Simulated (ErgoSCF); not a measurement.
# ClF (chlorine monofluoride), step by step

Aim: the energy (PBE0/pc-0), then a single-point energy (PBE0/pc-1), then the energy (PBE0/pc-2), then the energy (PBE0/pc-3) of ClF (chlorine monofluoride). 

Program for the calculation: ErgoSCF 3.8.

9 further runs of the same task are left out: 9 set aside as unsound or not needed.

## (1) The structure to begin with

ClF has 2 atoms, charge 0, and is taken as a singlet. SMILES: `FCl`. The coordinates come from a GFN2-xTB relaxation.

Bond lengths: F1–Cl2 1.682 Å.

## (2) The energy at PBE0/pc-0 (run 1)

geom.xyz

```xyz
2
ClF
F      0.000000     0.000000     0.000000
Cl     0.000000     0.000000     1.682250
```

ergo.in

```
set_nthreads(1)
basis = "pc-0"
scf.max_number_of_iterations = 70
scf.output_mulliken_pop = 1
scf.convergence_threshold = 1e-06
tmpdir = "."
scf.use_diagonalization = 1
molecule "geom.xyz"
run "PBE0"
```

The basis set pc-0 is read from a file made from the Basis Set Exchange's data (not shown).

On the command line:

```console
ergo ergo.in
```

The log of the run:

```text
[...]
INDF Weighted mixed functional:
[...]
INSC Energy   1 =       -513.73974407012
[...]
INDE E_LUMO =         -0.10315962725
[...]
INSC Energy  14 =       -559.16860693175  ( diff     -0.000000000033083 )
[...]
RESC CONVERGED after  14 iterations.
RESC FINAL ENERGY:       -559.16860693175
[...]
INSC SCF: dipole_moment_x [atomic units] =       0.00000000
INSC SCF: dipole_moment_y [atomic units] =      -0.00000000
INSC SCF: dipole_moment_z [atomic units] =       0.46068675
[...]
```

Wall time 1.4 s (1 thread of Arm Neoverse V1, shared host).

## (3) A single-point energy at PBE0/pc-1 (run 2)

geom.xyz is that of step 2.

ergo.in, as its differences from that of step 2:

```diff
@@ -1,3 +1,3 @@
 set_nthreads(1)
-basis = "pc-0"
+basis = "pc-1"
 scf.max_number_of_iterations = 70
```

The basis set pc-1 is read from a file made from the Basis Set Exchange's data (not shown).

On the command line:

```console
ergo ergo.in
```

The log of the run:

```text
[...]
INDF Weighted mixed functional:
[...]
INSC Energy   1 =       -328.36431523235
[...]
INDE E_LUMO =         -0.13239654375
[...]
INSC Energy  26 =       -559.68276969956  ( diff     -0.000000000000341 )
[...]
RESC CONVERGED after  26 iterations.
RESC FINAL ENERGY:       -559.68276969956
[...]
INSC SCF: dipole_moment_x [atomic units] =      -0.00000000
INSC SCF: dipole_moment_y [atomic units] =      -0.00000000
INSC SCF: dipole_moment_z [atomic units] =       0.48773111
[...]
```

Run time: 6.3 s. Hardware: 1 thread of Arm Neoverse V1, shared host.

Run 3 isn't shown in full; the table further down has it.

## (4) A single-point energy at PBE0/pc-3 (run 4)

geom.xyz is that of step 3.

ergo.in, as its differences from that of step 3:

```diff
@@ -1,3 +1,3 @@
 set_nthreads(1)
-basis = "pc-1"
+basis = "pc-3"
 scf.max_number_of_iterations = 70
```

The basis set pc-3 is read from a file made from the Basis Set Exchange's data (not shown).

On the command line:

```console
ergo ergo.in
```

The log of the run:

```text
[...]
INDF Weighted mixed functional:
[...]
INSC Energy   1 =       -119.60700848989
[...]
INDE E_LUMO =         -0.13574410311
[...]
INSC Energy  16 =       -559.78815833682  ( diff     -0.000000000027967 )
[...]
RESC CONVERGED after  16 iterations.
RESC FINAL ENERGY:       -559.78815833682
[...]
INSC SCF: dipole_moment_x [atomic units] =       0.00000000
INSC SCF: dipole_moment_y [atomic units] =       0.00000000
INSC SCF: dipole_moment_z [atomic units] =       0.39653508
[...]
```

Wall time 2.8 min (1 thread of Arm Neoverse V1, shared host).

## (5) All runs side by side

```
run      level  energy (Eh)  dipole moment (D)  wall time
  1  PBE0/pc-0  -559.168607               1.17      1.4 s
  2  PBE0/pc-1  -559.682770               1.24      6.3 s
  3  PBE0/pc-2  -559.777210               1.13       16 s
  4  PBE0/pc-3  -559.788158               1.01    2.8 min
```

Convergence of the total energy of singlet ClF with the basis set, against the last point:

```
basis set  from the last (mEh)  wall time
     pc-0             +619.551      1.4 s
     pc-1             +105.389      6.3 s
     pc-2              +10.948       16 s
     pc-3               +0.000    2.8 min
```

Convergence of the dipole moment of singlet ClF with the basis set, against the last point:

```
basis set  from the last (D)  wall time
     pc-0            +0.1631      1.4 s
     pc-1            +0.2318      6.3 s
     pc-2            +0.1230       16 s
     pc-3            +0.0000    2.8 min
```

## (6) Outcome

| quantity | value |
| --- | --- |
| run 4, PBE0/pc-3: total energy | -559.78816 Eh |
| run 4, PBE0/pc-3: dipole moment | 1.01 D |

The dipole moment (its size) runs from 1.01 D (PBE0/pc-3) to 1.24 D (PBE0/pc-1). All runs together took 3.1 min, the longest 2.8 min.
